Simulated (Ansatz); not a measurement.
The same path of CH4BCl (7 atoms, charge 0, multiplicity 1) was run twice with different band settings. Lost on the way: B1–H2, C3–H4. Made: H2–H4.

These are results of UKS PBE/def2-mTZVP in Ansatz, not measurements.

Relaxed end points:

```xyz
7
Properties=species:S:1:pos:R:3
B -0.531 0.123 -0.634
H -1.202 -0.712 -1.173
C 0.444 -0.200 0.531
H 1.114 -1.032 0.249
Cl -0.741 1.770 -1.246
H -0.136 -0.593 1.387
H 1.051 0.643 0.885
```

```xyz
7
Properties=species:S:1:pos:R:3
B -0.069 1.127 -0.081
H -0.889 -2.165 -1.380
C 0.470 0.576 1.071
H -0.165 -2.024 -1.243
Cl -0.728 1.806 -1.489
H 0.296 -0.467 1.351
H 1.085 1.147 1.771
```

Common settings: climbing image yes; spring 5.0 eV/Å²; optimiser quadratic models (default); start path through a guess of the saddle point; force threshold 0.03 eV/Å; iteration limit 60; end points relaxed.

| run | movable images |
| --- | --- |
| 1 | 5 |
| 2 | 1 |

(1) What does each run give, and how far can it be trusted?

Answers

(1) Run 1: converged after 22 iterations, highest image 2.685 eV above the first end. Neighbouring images differ by up to 1.3 eV, so the band resolves the path poorly. A vibrational analysis at the climbing image gives one clearly imaginary mode, 419i cm⁻¹: a first-order saddle point.
Run 2: converged after 20 iterations, highest image 2.685 eV above the first end. Neighbouring images differ by up to 2.7 eV, so the band resolves the path poorly. Another band between the same ends (5 images) ends at a top of the same energy, where a vibrational analysis finds 1 clearly imaginary mode. So few images can step over the top or miss a turn of the path.
The orbitals stay closed-shell, which can raise the energy where a bond breaks towards radicals; this wasn't checked here.
